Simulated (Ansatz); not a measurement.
**Niobium, bcc: convergence with the k-point mesh**

Computed with Ansatz, PBE, scalar-relativistic PAW, on the relaxed cell (a = 3.310 Å; spin not included). Errors count from a run at 420 eV on a Γ-centred 22×22×22 mesh with Fermi-Dirac smearing of 0.1 eV, extrapolated to zero width. Fixed here: cutoff 420 eV, Fermi-Dirac width 0.1 eV. The SCF starts from atomic densities corrected by a trained network.

```csv
k-mesh,E(σ→0) error (meV/atom),P (GPa),SCF iterations
2×2×2,-1046.5,-20.89,6
3×3×3,-115.9,-0.74,6
5×5×5,49.9,-0.48,6
6×6×6,16.8,-2.05,6
8×8×8,-25.5,0.54,6
11×11×11,7.8,0.73,6
14×14×14,4.0,0.52,6
19×19×19,-0.9,0.29,6
```

Within 5 meV/atom of the last row: from 14×14×14 on.
